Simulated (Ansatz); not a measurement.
## H3O (charge +1), singlet: CASSCF and its corrections

Calculated in Ansatz's Gaussian-basis code. Basis cc-pVDZ, nonrelativistic, 1 orbital frozen in the corrections. State-specific CASSCF; RHF is the lowest restricted (open-shell) Hartree–Fock solution met. No symmetry is imposed, so a solution can break that of the shape. The lowest solution met needn't be the lowest there is, nor hold the orbitals that a chemist would pick.

Geometry:

```json
{"atom": "O", "x (Å)": "0.0000", "y (Å)": "0.0000", "z (Å)": "0.0685"}
{"atom": "H", "x (Å)": "0.8675", "y (Å)": "0.0000", "z (Å)": "-0.1827"}
{"atom": "H", "x (Å)": "-0.4337", "y (Å)": "0.7513", "z (Å)": "-0.1827"}
{"atom": "H", "x (Å)": "-0.4337", "y (Å)": "-0.7513", "z (Å)": "-0.1827"}
```

Q: What do CASSCF and its corrections give against RHF in CAS(8,7), and what are the occupations?

A: CASSCF -2.115 eV, SC-NEVPT2 -4.964 eV; occupations 2.00, 1.98, 1.98, 1.98, 0.02, 0.02, 0.02.
